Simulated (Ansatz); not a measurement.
# GeN⁺, singlet: vertical spin and charge gaps

Geometry (PBE0/def2-TZVP stationary point for this spin):

```yaml
atoms:
  - { symbol: Ge, position_ang: [0.0000, 0.0000, 0.0000] }
  - { symbol: N, position_ang: [0.0000, 0.0000, 1.8997] }
```

Basis cc-pVDZ; Ansatz 0.2.0. Correlated methods freeze the noble-gas cores and the filled d shells of p-block atoms. Prefix R: restricted or restricted open-shell reference. No spin–orbit coupling is included, and no scalar relativity.

Gaps are energies of the second state less the first, at fixed atoms, for a selection of the levels run; each method lands on the state that its own search finds for that charge and spin.

The determinant of the GeN⁺ singlet fills πx and πy unequally, so it is a mixture of Σ and Δ, which weighs on every level built on one determinant.

Triplet less singlet: -1.361 eV at full CI (singlet A1, triplet A2, in C2v).

By full CI's occupations no single determinant describes the singlet well.

```
     level  gap (eV)  error (meV)
       RHF    -2.336         -975
      RMP2    -1.874         -513
     RCCSD    -1.688         -327
  RCCSD(T)    -1.576         -215
   BCCD(T)    -1.578         -217
   RCCSDT*    -1.436          -75
RCCSDT(Q)*    -1.352            9
  RCCSDTQ*    -1.365           -4
```

An asterisk marks runs whose energy the program itself flagged as in doubt.

Full CI is exact within this basis and frozen core; it isn't the basis-set limit.
